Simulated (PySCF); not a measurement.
# Bond length, frequency and bond energy of PO by level of theory

State: ²Π (doublet), unpaired electrons π ↑. Set-up: basis P 6-31G(d,p), O 6-31G(d,p); no relativity; PySCF 2.14. De refers to P + O in their high-spin ground configurations, without counterpoise correction. The functionals are run spin-unrestricted. A positive dipole means P(−)O(+).

| Level | Re (Å) | ωe (cm⁻¹) | De (eV) | μ (D) |
| --- | --- | --- | --- | --- |
| ROHF | 1.455 | 1419 | 2.03 | -2.61 |
| ROHF-MP2 | 1.518 | 1163 | 5.46 | n/a |
| ROHF-SCS-MP2 | 1.513 | 1178 | 5.27 | n/a |
| ROHF-CCSD | 1.500 | 1238 | 4.75 | n/a |
| ROHF-CCSD(T) | 1.511 | 1181 | 5.00 | n/a |
| PBE | 1.517 | 1172 | 6.24 | -1.77 |
| TPSS | 1.513 | 1183 | 5.80 | -1.80 |
| r²SCAN | 1.501 | 1224 | 5.70 | -1.90 |
| TPSSh | 1.503 | 1219 | 5.55 | -1.90 |
| PBE0 | 1.492 | 1264 | 5.53 | -2.00 |
| M06-2X | 1.484 | 1307 | 5.77 | -2.13 |
| ωB97X | 1.488 | 1295 | 5.68 | -2.07 |

Task: Which functional lies closest to ROHF-CCSD(T) in De, which farthest, and by how much do they differ from it?

Result: Closest is PBE0 (-1.9 pm in Re, +7.0 % in ωe, +0.53 eV in De against ROHF-CCSD(T) in the same basis), farthest PBE (+0.6 pm in Re, -0.8 % in ωe, +1.24 eV in De). CCSD(T) converges more slowly with the basis than the functionals do and binds too weakly in this one, so the order can change at the basis-set limit.

Task: What does a quarter of exact exchange do here, going from PBE to PBE0?

Result: PBE0 less PBE: -2.5 pm in Re, +7.8 % in ωe, -0.71 eV in De. Exact exchange removes part of the self-interaction that spreads semilocal densities, and in most molecules shortens and stiffens the bond and lowers De; so it does here.

Task: What does the step from GGA to meta-GGA do here, going from PBE to r²SCAN?

Result: r²SCAN less PBE: -1.6 pm in Re, +4.4 % in ωe, -0.54 eV in De. 

Correlated steps freeze 6 core orbitals. Correlated levels converge slowly with the basis: in double zeta they bind strong bonds too weakly, by up to about 1 eV, and carry superposition errors of some tenths. The state is the lowest determinant that a PBE0 search found; another state may lie lower at other levels.
